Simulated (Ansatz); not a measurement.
## Two structures, one formula

The two ends of one reaction step of H$_{2}$Cl, doublet (PBE0-D4/def2-TZVP).

A:

H1  (-1.596, 0.907, 0.760)
Cl2  (1.312, -0.745, -0.625)
H3  (0.284, -0.161, -0.135)
(Å)

B:

```xyz
3
angstrom
H -0.5565 0.6632 0.3931
Cl 1.4657 -0.6795 -0.6418
H -0.9092 0.0163 0.2487
```

Computed with Ansatz 0.2.0 (basis: def2-TZVPP); correlated methods freeze the cores; orbitals are unrestricted. B3LYP uses VWN-RPA correlation.

Problem. Which structure is lower at CCSD(T), and by how much? (To be estimated.)

Solution. By the calculation: B, by 13.5 kJ/mol (electronic energy, against the other). By their contacts, A is a complex of HCl + H and B is a complex of Cl + H₂.

Problem. Do the other methods give the same order? (A judgement: the text doesn't fix the answer.)

Solution. The calculation gives: Not all: SPW92, PBE-D4, PBE-QIDH, MP2 give the other order.

```
      method  E(B) − E(A) (kJ/mol)
       SPW92                  15.9
      PBE-D4                   1.2
     BLYP-D4                 -23.5
   r2SCAN-D4                  -7.9
      B97M-V                  -5.8
     PBE0-D4                  -0.3
    B3LYP-D4                 -22.7
  r2SCAN0-D4                 -11.3
    BHLYP-D4                 -26.7
CAM-B3LYP-D4                 -18.2
     wB97X-V                  -9.7
     wB97M-V                  -9.7
      B2PLYP                 -14.8
    PBE-QIDH                   1.1
  RPA on PBE                 -27.7
          HF                 -22.1
         MP2                   8.4
        CCSD                 -18.7
     CCSD(T)                 -13.5
```

T1 diagnostic: at most 0.008. ⟨S²⟩ of the unrestricted Hartree–Fock references: 0.75 to 0.76 (a pure state has 0.75).

For scale, one of the runs: CCSD(T)/def2-TZVPP, 70 basis functions, launched by `ansatz run in.yaml --threads 2 --pin off --events-out ev --progress --plain --max-ram 4352MiB`. Hardware: 2 CPU threads of an Arm Neoverse V2, shared host. Wall time about 1.4 s.
